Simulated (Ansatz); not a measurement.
Ansatz results at the PBE0-D4/def2-TZVP geometry: ideal-gas entropy at 298 K and 1 bar (rigid rotor, harmonic PBE0-D4/def2-TZVP) 318 J/(mol·K); HOMO energy (B3LYP/def2-TZVPP) -6.72 eV; LUMO energy (PBE/def2-TZVPP) 0.31 eV.

Each molecule was computed in one conformer, which needn't be the lowest.

Problem. Which molecule gave them?
A. `C/C=C/C=O`
B. `C/C=C\C=O`
C. `C#COCC`
D. `COCC#N`

Solution. C. The others give `C/C=C/C=O`: 312, -7.10, -2.57; `C/C=C\C=O`: 313, -7.08, -2.68; `COCC#N`: 311, -8.24, -1.04.

B3LYP here is the variant with VWN-RPA as its local correlation; programs differ in this.
